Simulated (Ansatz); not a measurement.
# Relaxing Hf2Ti

Level of theory: Ansatz, DFT PBE, scalar-relativistic, plane waves, PAW. Cutoff 420 eV, Γ-centred k mesh, Gaussian smearing, no spin polarisation in the final step.

The start puts Hf2Ti on the cubic Laves (C15) structure type (Fd-3m, No. 227), with Ti in place of Mg, Hf in place of Cu, at a guessed volume.

```xyz
6
Lattice="0.0000 3.7827 3.7827 3.7827 0.0000 3.7827 3.7827 3.7827 0.0000" Properties=species:S:1:pos:R:3 pbc="T T T"
Hf    4.7284    4.7284    4.7284
Hf    4.7284    2.8370    2.8370
Hf    2.8370    2.8370    4.7284
Hf    2.8370    4.7284    2.8370
Ti    0.0000    0.0000    0.0000
Ti    1.8914    1.8914    1.8914
```

Steps on the 4×4×4 mesh (6 atoms). 5 of 5 steps are shown, and the free energy counts from the last. Trial steps that were taken back and renewals of the plane-wave basis can be among the rows.

| step | ΔF (meV/atom) | V (Å³/atom) | P (GPa) |
| --- | --- | --- | --- |
| 1 | 250.9 | 18.04 | 24.53 |
| 2 | 16.2 | 20.81 | 4.79 |
| 3 | 2.3 | 21.61 | 0.97 |
| 4 | 1.7 | 21.85 | -0.04 |
| 5 | 0.0 | 21.85 | 0.06 |

A final relaxation ran on a 8×8×8 mesh. The relaxed crystal, Fd-3m (No. 227):

Space group Fd-3m:1 (No. 227). a = 8.071 Å, b = 8.071 Å, c = 8.071 Å, α = 90.00°, β = 90.00°, γ = 90.00°
```csv
atom,site,symmetry,x,y,z
Hf,16c,.-3m,0.1250,0.1250,0.1250
Ti,8b,-43m,0.0000,0.0000,0.5000
```

For Hf2Ti, the volume per atom is 21.91 Å³. The density is 10.23 g/cm³ and the energy over the elements is 0.57 eV/atom. The gap on the 8×8×8 mesh is 0 eV (a metal).

Formation energies are uncorrected and refer to the elements' standard structures at the same level.

The final run used a 8×8×8 mesh on its 6-atom cell and 0.10 eV smearing. For metals, differences of a few meV/atom aren't resolved. Spin–orbit coupling is left out.

A structure relaxed within its symmetry needn't be a true minimum.

Cost: 3 runs of about 2.2 core-minutes in all, on Arm Neoverse V1 (shared hosts).